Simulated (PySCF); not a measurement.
**BH3O2**

BH3O2 is a small molecule, neutral, singlet. The structure, one conformer, was relaxed in the gas phase by PBE0-D3(BJ)/def2-SVP. No frequency run checks that it is a minimum.

SMILES: OBO

| atom | x (Å) | y (Å) | z (Å) |
| --- | --- | --- | --- |
| O1 | 1.042 | -0.038 | -0.641 |
| B2 | -0.031 | -0.535 | 0.028 |
| O3 | -0.997 | 0.211 | 0.625 |
| H4 | 1.094 | 0.922 | -0.680 |
| H5 | -0.133 | -1.734 | 0.099 |
| H6 | -0.886 | 1.164 | 0.551 |

Shieldings: GIAO PBE0/pcSseg-2. Shifts are against computed references at the same level: H TMS (σ 31.24 ppm). Core levels by delta-SCF with SCAN, pcX-2 on the ionised atom and pcseg-1 elsewhere, spin-free X2C; from the vacuum level, for chosen atoms.

Q: Give the shieldings and core levels atom by atom.

A: 
| atoms | bonded to | σ (ppm) | δ (ppm) | core level (eV) |
| --- | --- | --- | --- | --- |
| O1 O3 | 1 B + 1 H | 203.9 | - | 1s 539.63 |
| B2 | 2 O + 1 H | 73.9 | - | 1s 197.81 |
| H4 H6 | 1 O | 28.39 | 2.86 | - |
| H5 | 1 B | 27.10 | 4.14 | - |

Values are those of this one static structure; atoms that internal rotation interchanges would show their mean in an NMR spectrum.

Q: By CAM-B3LYP/def2-SVPD (TDDFT singlets, Tamm-Dancoff triplets, ionisation by delta-SCF), where does absorption start, and what does vertical ionisation take?

A: The first singlet with intensity lies at 8.49 eV (f 0.015); what lies below it is dark. The lowest singlet lies at 7.88 eV (f 0.000), the strongest of the first 6 at 9.38 eV (f 0.133), the lowest triplet at 7.63 eV; vertical ionisation takes 12.61 eV.

The 3 runs behind this took 43 s in all, one thread each of Arm Neoverse N1 on a shared host, launched as `OMP_NUM_THREADS=1 python cluster_run.py task.json out`.
